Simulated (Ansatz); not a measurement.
Basis-set extrapolation for CH5Si (`[CH2][SiH3]`) radical (PBE0-D4/def2-TZVP geometry, frozen core, Ansatz 0.2.0). Multiplicity 2, UHF reference.

```csv
,def2-TZVPP,def2-QZVPP
HF,-329.691895,-329.703032
MP2 correlation,-0.276738,-0.295953
CCSD(T) correlation,-0.327364,not run
```

Energies in hartree. Use E(X) = E(∞) + A·exp(−7.88·√X) for Hartree–Fock and E(X) = E(∞) + B·X^(−2.97) for correlation, with X = 3 and 4, and add CCSD(T) minus MP2 of the smaller set to the MP2 limit.

**Question.** What is the CCSD(T) energy at the basis-set limit?

**Answer.** HF limit: -329.703032 + (-0.011137) × 0.13774 = -329.70457. MP2 limit: -0.295953 + (-0.019215) × 0.74074 = -0.31019. Higher-order term: -0.327364 − (-0.276738) = -0.05063. Total: -330.06539 hartree, 121.1 kJ/mol below CCSD(T)/def2-TZVPP.
